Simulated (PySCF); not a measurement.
## Working out the electron affinity of S

S⁻ [Ne] 3s2 3p5 (2P) → S [Ne] 3s2 3p4 (3P). Computed with PySCF 2.14 in aug-cc-pV(T+d)Z (6s5p4d2f, 55 functions), with the non-relativistic Hamiltonian (point nucleus). Frozen: [Ne]. Energies in hartree (1 hartree = 27.21139 eV):

| part | S⁻ (lower) | S (upper) |
| --- | --- | --- |
| UHF | -397.542652 | -397.509982 |
| MP2 opposite-spin | -0.120668 | -0.091205 |
| MP2 same-spin | -0.036559 | -0.027538 |

**Question.** What does Hartree-Fock give?

**Answer.** (-397.509982) − (-397.542652) = 0.032670 hartree = 0.889 eV.

**Question.** What do MP2 and SCS-MP2 (6/5 opposite-spin, 1/3 same-spin) give?

**Answer.** The opposite-spin parts differ by 0.802 eV and the same-spin parts by 0.245 eV. MP2: 0.889 + (0.802) + (0.245) = 1.936 eV. SCS-MP2: 0.889 + 1.2 × (0.802) + (0.245)/3 = 1.933 eV.

A first-order spin-orbit estimate adds -0.003 eV to MP2 (valence), giving 1.933 eV against 2.077 eV (measured; photodetachment measurements, as compiled on the Wikipedia data page of electron affinities).

What remains against the reference includes basis incompleteness, the frozen core and correlation beyond second order.
